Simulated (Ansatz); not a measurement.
# C3H6O3, 12 atoms: a performance study

To be measured: the time of a CCSD(T) calculation on a Hartree-Fock reference on C3H6O3, and which launch flags, input keys and shares of the machine shorten it.

Program: Ansatz 0.2.0 (CCSD(T), HF, Gaussian basis). Host: Arm Neoverse N1, 56 cores, 56 hardware threads, 90 GiB; it was booked for these runs alone, one at a time. Each run is timed once from launch to exit, start-up included.

**1. The job**

A molecule of 12 atoms and 48 electrons, SMILES COC(=O)OC, in the basis def2-tzvp.

**2. Baseline**

File input.yaml:

```yaml
crystal:
  periodic: [false, false, false]
  atoms:
    - { symbol: C, position_ang: [2.3300, 0.0500, 0.1400] }
    - { symbol: O, position_ang: [1.1200, -0.6100, 0.5100] }
    - { symbol: C, position_ang: [0.0000, 0.0000, 0.0500] }
    - { symbol: O, position_ang: [-0.0400, 1.0200, -0.6300] }
    - { symbol: O, position_ang: [-1.0700, -0.7200, 0.4600] }
    - { symbol: C, position_ang: [-2.3200, -0.1800, 0.0400] }
    - { symbol: H, position_ang: [2.3600, 1.0700, 0.5500] }
    - { symbol: H, position_ang: [3.1700, -0.5100, 0.5600] }
    - { symbol: H, position_ang: [2.4400, 0.0700, -0.9500] }
    - { symbol: H, position_ang: [-3.1200, -0.8300, 0.4200] }
    - { symbol: H, position_ang: [-2.3900, -0.1700, -1.0500] }
    - { symbol: H, position_ang: [-2.4700, 0.8200, 0.4500] }
basis:
  gaussian: { orbitals: def2-tzvp }
correlation: { method: ccsd_t }
```

Command:

```sh
taskset -c 8-63 ansatz run input.yaml --threads 8 --backend cpu --max-ram 64GiB --events-out ev --progress --plain --runs-dir out
```

**3. Change: --pin on**

input.yaml is that of step 2.

(Steps that only read results are left out.)

**Question.** How long do these runs take on this host, and what pays? Wanted: reference; best change.

The runs gave:

```
   quantity                  value
  reference   1.9 min on 8 threads
best change  none beyond the noise
```

Changes under about 3 % are taken as noise (repeats on such hosts differ by a few per cent). No change beats the defaults here. The figures hold for this build, input and host.
